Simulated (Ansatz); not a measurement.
**NH₃ (triplet): from Hartree-Fock to the top rungs at distance H1–H2 along a hydrogen transfer = 0.820 Å, 6-31G**

How much of the correlation energy of NH₃ (triplet) does each wave-function method recover here?

The runs use Ansatz 0.2.0, Gaussian basis; 6-31G, core rule «outside noble gas», up to 1 orbitals frozen.

The runs, in order: UHF; CCSD(T) on ROHF; CCSD(T) on UHF; BCCD(T) on ROHF; CISD; CCSDT(Q) on ROHF; CCSDT(Q) on UHF; CISDTQ; CCSDTQ on ROHF; CCSDTQ on UHF; CASSCF and MRCISD+Q, 4 electrons in 4 orbitals; CASSCF and NEVPT2, 4 electrons in 4 orbitals; CASSCF and MRCISD+Q, 8 electrons in 7 orbitals; CASSCF and NEVPT2, 8 electrons in 7 orbitals; Full CI.

6 further runs of the same task are left out: 6 that didn't finish.

## (1) What is computed

The geometry derives from fragments relaxed apart (PBE0/def2-TZVP) and kept rigid, so it is no stationary point. A hydrogen atom is moved between rigid fragments.

4 atoms, charge 0, spin multiplicity 3.

Atoms are counted from 1 here; the program's logs count them from 0.

Bond lengths: H1–H2 0.820 Å, N3–H4 1.040 Å.

## (2) UHF

The input, in.yaml:

```yaml
crystal:
  periodic: [false, false, false]
  atoms:
    - {symbol: H, position_ang: [-2.101907, 0.059434, 0.000000]}
    - {symbol: H, position_ang: [-1.281907, 0.059434, 0.000000]}
    - {symbol: N, position_ang: [0.209093, 0.059434, 0.000000]}
    - {symbol: H, position_ang: [0.478175, -0.944792, 0.000000]}
basis:
  gaussian: {orbitals: 6-31G}
magnetization: {spin_polarized: true, initial_magnetization: 2}
hamiltonian: {xc: hf}
output: {orbitals: {seedname: orbitals}}
```

On the command line:

```bash
$ ansatz run in.yaml --threads 1 --pin off --events-out ev --progress --plain --max-ram 2393MiB
```

The runs that follow: CCSD(T) on ROHF; CCSD(T) on UHF; BCCD(T) on ROHF; CISD; CCSDT(Q) on ROHF; CCSDT(Q) on UHF; CISDTQ; CCSDTQ on ROHF; CCSDTQ on UHF; CASSCF and MRCISD+Q, 4 electrons in 4 orbitals; CASSCF and NEVPT2, 4 electrons in 4 orbitals; CASSCF and MRCISD+Q, 8 electrons in 7 orbitals; CASSCF and NEVPT2, 8 electrons in 7 orbitals; Full CI.

**Question.** What will the summary of the whole plan be? Wanted: FCI below the RHF energy; RMP2 from FCI; UMP2 from FCI; RCCSD from FCI; RCCSD(T) from FCI; UCCSD(T) from FCI; RCCSDT(Q) from FCI; UCCSDT(Q) from FCI; NEVPT2 pair from FCI.

**Answer**, as computed:

| quantity | value |
| --- | --- |
| FCI below the RHF energy | -2.9132 eV |
| RMP2 from FCI | +652.1 meV |
| UMP2 from FCI | +603.5 meV |
| RCCSD from FCI | +35.3 meV |
| RCCSD(T) from FCI | +9.6 meV |
| UCCSD(T) from FCI | +8.9 meV |
| RCCSDT(Q) from FCI | +0.4 meV |
| UCCSDT(Q) from FCI | -0.5 meV |
| NEVPT2 pair from FCI | +544.1 meV |
| MRCISD+Q pair from FCI | -2.3 meV |
| NEVPT2 valence from FCI | +352.0 meV |
| levels within 1 kcal/mol (43 meV) | RCCSD, UCCSD, RCCSD(T), UCCSD(T), BCCD(T), RCCSDT, UCCSDT, CISDTQ, RCCSDT(Q), UCCSDT(Q), RCCSDTQ, UCCSDTQ, MRCISD+Q pair, MRCISD+Q valence |
| T1 diagnostic | 0.028 |
| effectively unpaired electrons | 2.02 |

What this shows: RCCSD(T) misses by +9.6 meV, 0.3 % of the correlation energy. MRCISD+Q pair falls below full CI: the +Q correction isn't variational, and the cores differ from full CI's. One determinant dominates. Of the multireference levels listed MRCISD+Q pair comes nearest in total energy (-2.3 meV), which doesn't show that its space is the better one. These misses are within one basis, not against nature; the frozen cores of restricted and unrestricted runs differ, which can shift their rows.
